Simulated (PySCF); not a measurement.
Predicted microwave data (PBE0/def2-SVPD in PySCF (dipole) on a GFN2-xTB geometry, gas phase) for one isomer of C4H6N2:

| Property | Result |
| --- | --- |
| Rotational constants | A = 13421, B = 1614, C = 1516 MHz |
| Dipole components | \|μa\| = 3.17 D, \|μb\| = 1.71 D, \|μc\| = 1.32 D |
| Inertial defect | -17.42 u·Å² |
| κ | -0.98 |

Question: Which structure is it? (One computed conformer of each.)
A. `[CH3:1]/[N:2]=[CH:3]/[CH2:4][C:5]#[N:6]` with N2–C3–C4–C5 122°
B. `[H]/[N:3]=[C:2](/[CH3:1])[CH2:4][C:5]#[N:6]` with C1–C2–C4–C5 66°
C. `[CH2:1]=[CH:2]/[N:3]=[CH:4]\[N:5]=[CH2:6]` with C1–C2–N3–C4 -166°, N3–C4–N5–C6 58°

Answer: A. It is C/N=C/CC#N, a near-prolate asymmetric top, point group C1. The candidates at the same level (rigid rotor, commonest isotopes):

```
         SMILES  A (MHz)  B (MHz)  C (MHz)  μa (D)  μb (D)  μc (D)  Δ (u·Å²)  point group                        rotor
[H]/N=C(/C)CC#N     6840     2432     2102    1.56    0.99    2.79    -41.23           C1               asymmetric top
     C/N=C/CC#N    13421     1614     1516    3.17    1.71    1.32    -17.42           C1  near-prolate asymmetric top
    C=C/N=C\N=C     8837     2374     1931    1.70    2.08    0.78     -8.38           C1               asymmetric top
```

`C=C/N=C\N=C` has B 47 % too high; `[H]/N=C(/C)CC#N` has B 51 % too high. No structure here is proved a minimum.
